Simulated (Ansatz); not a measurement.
Debugging a ladder of methods at one geometry of C₂H₃Al, SMILES C#[C][AlH2] (Ansatz 0.2.0 through its Python package).

Script `methods_c2h3al.py`:
```python
"""One geometry of C2H3Al, method by method."""

from pathlib import Path
import logging
import sys

import ansatz as az
from ase import Atoms
import numpy as np

logging.basicConfig(stream=sys.stdout, format="%(levelname)s %(message)s")
log = logging.getLogger("c2h3al")
log.setLevel(logging.INFO)

atoms = Atoms(["C", "C", "Al", "H", "H", "H"], positions=[
    (-0.7949, -1.6889, -0.2933),
    (-0.2987, -0.592, -0.1082),
    (0.5552, 1.111, 0.1974),
    (-1.2508, -2.5595, -0.4824),
    (1.373, 1.8289, -0.9936),
    (0.4583, 1.8365, 1.6339),
])
system = az.Crystal.molecule_from_ase(atoms)

job = system.calculation().basis(gaussian="cc-pVDZ")

log.info("functional    E (Ha)        dipole (D)   HOMO (eV)  LUMO (eV)")
for name in ["cam_b3lyp", "pbe0", "pbe", "lda"]:
    r = job.functional(name).forces().orbitals().run(threads=1, runs_dir="runs").report
    lines = Path(r["orbitals_path"]).read_text().splitlines()
    field_of = lambda key: [line.split("=")[1].strip() for line in lines if line.startswith(key)]
    orbitals = [(27.211386 * float(e), s, float(n)) for e, s, n in zip(field_of("Ene="), field_of("Spin="), field_of("Occup="))]
    homo = max(e for e, _, n in orbitals if n > 0.5)
    lumo = min(e for e, _, n in orbitals if n < 0.5)
    dipole = 4.803205 * np.linalg.norm(r["charge_distribution"]["dipole_moment_e_ang"])
    log.info(f"{name:10s} {r['free_energy'] / 27.211386246:14.6f} {dipole:9.3f} {homo:11.3f} {lumo:10.3f}")
```

```console
$ python methods_c2h3al.py
INFO functional    E (Ha)        dipole (D)   HOMO (eV)  LUMO (eV)
Traceback (most recent call last):
  File "methods_c2h3al.py", line 36, in <module>
    log.info(f"{name:10s} {r['free_energy'] / 27.211386246:14.6f} {dipole:9.3f} {homo:11.3f} {lumo:10.3f}")
                           ~^^^^^^^^^^^^^^^
KeyError: 'free_energy'
$ echo $?
1
```

Find the fault and give the corrected script.

The fault: the report has no such key (the free energy stands under free_energy_ev). The correction:

The script, `methods_c2h3al.py`:
```python
"""One geometry of C2H3Al, method by method."""

from pathlib import Path
import logging
import sys

import ansatz as az
from ase import Atoms
import numpy as np

logging.basicConfig(stream=sys.stdout, format="%(levelname)s %(message)s")
log = logging.getLogger("c2h3al")
log.setLevel(logging.INFO)

atoms = Atoms(["C", "C", "Al", "H", "H", "H"], positions=[
    (-0.7949, -1.6889, -0.2933),
    (-0.2987, -0.592, -0.1082),
    (0.5552, 1.111, 0.1974),
    (-1.2508, -2.5595, -0.4824),
    (1.373, 1.8289, -0.9936),
    (0.4583, 1.8365, 1.6339),
])
system = az.Crystal.molecule_from_ase(atoms)

job = system.calculation().basis(gaussian="cc-pVDZ")

log.info("functional    E (Ha)        dipole (D)   HOMO (eV)  LUMO (eV)")
for name in ["cam_b3lyp", "pbe0", "pbe", "lda"]:
    r = job.functional(name).forces().orbitals().run(threads=1, runs_dir="runs").report
    lines = Path(r["orbitals_path"]).read_text().splitlines()
    field_of = lambda key: [line.split("=")[1].strip() for line in lines if line.startswith(key)]
    orbitals = [(27.211386 * float(e), s, float(n)) for e, s, n in zip(field_of("Ene="), field_of("Spin="), field_of("Occup="))]
    homo = max(e for e, _, n in orbitals if n > 0.5)
    lumo = min(e for e, _, n in orbitals if n < 0.5)
    dipole = 4.803205 * np.linalg.norm(r["charge_distribution"]["dipole_moment_e_ang"])
    log.info(f"{name:10s} {r['free_energy_ev'] / 27.211386246:14.6f} {dipole:9.3f} {homo:11.3f} {lumo:10.3f}")
```

With that change:

```console
$ python methods_c2h3al.py
INFO functional    E (Ha)        dipole (D)   HOMO (eV)  LUMO (eV)
INFO cam_b3lyp     -320.313271     0.556      -9.230     -0.914
INFO pbe0          -320.141482     0.602      -7.924     -1.887
INFO pbe           -320.107862     0.644      -6.709     -2.660
INFO lda           -318.544227     0.610      -6.809     -2.883
```

Total energies depend on the basis set; only differences at equal settings carry meaning. The geometry is a force-field or estimated start, not a minimum of this method, and the basis set is short of its limit. A lower total doesn't mark the better method: functionals have no common bound, and MP2 and coupled cluster aren't variational. Levels such as HOMO and LUMO are orbital energies: with these approximate functionals they aren't the ionisation energy and electron affinity, and their gap isn't the fundamental gap. For Al to Cl the sets with a tight d function, cc-pV(X+d)Z, are usual. Wall time of the script: 4.9 s on 1 thread of Arm Neoverse V2 (shared host), peak memory 0.18 GiB.

(Lines on the test bed's own set-up are left out of the output.)
